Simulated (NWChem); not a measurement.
Program: NWChem. System: Be, charge 2, spin multiplicity 1. Level: RHF/def2-TZVP.

NWChem printed:

```
             Northwest Computational Chemistry Package (NWChem) 7.3.0
             --------------------------------------------------------

                                NWChem Input Module
                                -------------------

 Scaling coordinates for geometry "geometry" by  1.889725989
 (inverse scale =  0.529177249)

                             Geometry "geometry" -> ""
                             -------------------------

 Output coordinates in angstroms (scale by  1.889725989 to convert to a.u.)

  No.       Tag          Charge          X              Y              Z
 ---- ---------------- ---------- -------------- -------------- --------------
    1 Be                   4.0000     0.00000000     0.00000000     0.00000000

 Effective nuclear repulsion energy (a.u.)       0.0000000000

            Nuclear Dipole moment (a.u.)
            ----------------------------
        X                 Y               Z
 ---------------- ---------------- ----------------
     0.0000000000     0.0000000000     0.0000000000

      Symmetry information
      --------------------

 Group name             D2h
 Group number             26
 Group order               8
 No. of unique centers     1

      Symmetry unique atoms

     1


 Summary of "ao basis" -> "" (spherical)
 ------------------------------------------------------------------------------
       Tag                 Description            Shells   Functions and Types
 ---------------- ------------------------------  ------  ---------------------
 *                         def2-tzvp                  on all atoms

 Summary of "ao basis" -> "ao basis" (spherical)
 ------------------------------------------------------------------------------
       Tag                 Description            Shells   Functions and Types
 ---------------- ------------------------------  ------  ---------------------
 Be                        def2-tzvp                 9       19   5s3p1d

                                 NWChem SCF Module
                                 -----------------

  ao basis        = "ao basis"
  functions       =    19
  atoms           =     1
  closed shells   =     1
  open shells     =     0
  charge          =   2.00
  wavefunction    = RHF
  use symmetry    = T
  symmetry adapt  = T

 Summary of "ao basis" -> "ao basis" (spherical)
 ------------------------------------------------------------------------------
       Tag                 Description            Shells   Functions and Types
 ---------------- ------------------------------  ------  ---------------------
 Be                        def2-tzvp                 9       19   5s3p1d

      Symmetry analysis of basis
      --------------------------

        ag          7
        au          0
        b1g         1
        b1u         3
        b2g         1
        b2u         3
        b3g         1
        b3u         3

 Forming initial guess at       0.0s

      Superposition of Atomic Density Guess
      -------------------------------------

 Sum of atomic energies:         -14.57257987

 Renormalizing density from       4.00 to      2

      Non-variational initial energy
      ------------------------------

 Total energy =      -8.408555
 1-e energy   =      -9.530820
 2-e energy   =       1.122265
 HOMO         =      -6.350457
 LUMO         =      -1.035812

      Symmetry analysis of molecular orbitals - initial
      -------------------------------------------------

 !! scf_movecs_sym_adapt:   13 vectors were symmetry contaminated

  Symmetry fudging

 !! scf_movecs_sym_adapt:   13 vectors were symmetry contaminated

  Numbering of irreducible representations:

     1 ag          2 au          3 b1g         4 b1u         5 b2g
     6 b2u         7 b3g         8 b3u

  Orbital symmetries:

     1 ag          2 ag          3 b2u         4 b1u         5 b3u
     6 ag          7 b3u         8 b2u         9 b1u        10 b1g
    11 b3g

 Starting SCF solution at       0.0s

 ----------------------------------------------
         Quadratically convergent ROHF

 Convergence threshold     :          1.000E-07
 Maximum no. of iterations :          100
 Final Fock-matrix accuracy:          1.000E-09
 ----------------------------------------------

              iter       energy          gnorm     gmax       time
             ----- ------------------- --------- --------- --------
                 1      -13.5867435318  1.38D+00  1.25D+00      0.1
                 2      -13.6103400748  2.07D-01  1.55D-01      0.1
                 3      -13.6110773642  1.26D-02  9.71D-03      0.1
                 4      -13.6110813492  2.23D-06  1.81D-06      0.1
                 5      -13.6110813492  4.67D-10  3.36D-10      0.1

       Final RHF  results
       ------------------

         Total SCF energy =    -13.611081349243
      One-electron energy =    -15.887804196125
      Two-electron energy =      2.276722846882
 Nuclear repulsion energy =      0.000000000000

        Time for solution =      0.0s

       Symmetry analysis of molecular orbitals - final
       -----------------------------------------------

  Numbering of irreducible representations:

     1 ag          2 au          3 b1g         4 b1u         5 b2g
     6 b2u         7 b3g         8 b3u

  Orbital symmetries:

     1 ag          2 ag          3 b3u         4 b2u         5 b1u
     6 ag          7 b3u         8 b1u         9 b2u        10 b1g
    11 b3g

             Final eigenvalues
             -----------------

              1
    1   -5.6672
    2   -0.6659
    3   -0.5181
    4   -0.5181
    5   -0.5181
    6   -0.2659
    7   -0.1982
    8   -0.1982
    9   -0.1982
   10   -0.0924
   11   -0.0924

                       ROHF Final Molecular Orbital Analysis
                       -------------------------------------

 Vector    2  Occ=0.000000D+00  E=-6.658768D-01  Symmetry=ag
              MO Center=  3.4D-49, -5.1D-50,  2.9D-50, r^2= 1.7D+00
   Bfn.  Coefficient  Atom+Function         Bfn.  Coefficient  Atom+Function
  ----- ------------  ---------------      ----- ------------  ---------------
     3      0.724751  1 Be s                  4      0.384450  1 Be s
     2     -0.244521  1 Be s

 Vector    3  Occ=0.000000D+00  E=-5.180741D-01  Symmetry=b3u
              MO Center= -1.2D-15, -3.4D-32, -7.4D-33, r^2= 1.9D+00
   Bfn.  Coefficient  Atom+Function         Bfn.  Coefficient  Atom+Function
  ----- ------------  ---------------      ----- ------------  ---------------
     6      0.826243  1 Be px                12     -0.243169  1 Be px

 Vector    4  Occ=0.000000D+00  E=-5.180741D-01  Symmetry=b2u
              MO Center= -2.3D-33, -4.7D-16,  3.2D-34, r^2= 1.9D+00
   Bfn.  Coefficient  Atom+Function         Bfn.  Coefficient  Atom+Function
  ----- ------------  ---------------      ----- ------------  ---------------
     7      0.826243  1 Be py                13     -0.243169  1 Be py

 center of mass
 --------------
 x =   0.00000000 y =   0.00000000 z =   0.00000000

 moments of inertia (a.u.)
 ------------------
           0.000000000000           0.000000000000           0.000000000000
           0.000000000000           0.000000000000           0.000000000000
           0.000000000000           0.000000000000           0.000000000000

  Mulliken analysis of the total density
  --------------------------------------

    Atom       Charge   Shell Charges
 -----------   ------   -------------------------------------------------------
    1 Be   4     2.00   1.01  0.99  0.00 -0.00  0.00 -0.00  0.00  0.00  0.00

       Multipole analysis of the density wrt the origin
       ------------------------------------------------

     L   x y z        total         open         nuclear
     -   - - -        -----         ----         -------
     0   0 0 0      2.000000      0.000000      4.000000

     1   1 0 0     -0.000000      0.000000      0.000000
     1   0 1 0     -0.000000      0.000000      0.000000
     1   0 0 1      0.000000      0.000000      0.000000

     2   2 0 0     -0.154647      0.000000      0.000000
     2   1 1 0     -0.000000      0.000000      0.000000
     2   1 0 1      0.000000      0.000000      0.000000
     2   0 2 0     -0.154647      0.000000      0.000000
     2   0 1 1      0.000000      0.000000      0.000000
     2   0 0 2     -0.154647      0.000000      0.000000

 Task  times  cpu:        0.0s     wall:        0.0s

 Total times  cpu:        0.1s     wall:        0.1s
```

Q: Write an NWChem input that would produce this output.

A: One answer among several that fit: 
```
start mol
memory heap 200 mb stack 900 mb global 1100 mb
charge 2
geometry units angstroms nocenter noautoz
  Be     0.000000     0.000000     0.000000
  symmetry group D2h
end
basis spherical
  * library def2-tzvp
end
scf
  rhf
  nopen 0
  maxiter 100
  thresh 1e-7
  semidirect memsize 60000000 filesize 0
end
task scf energy
```
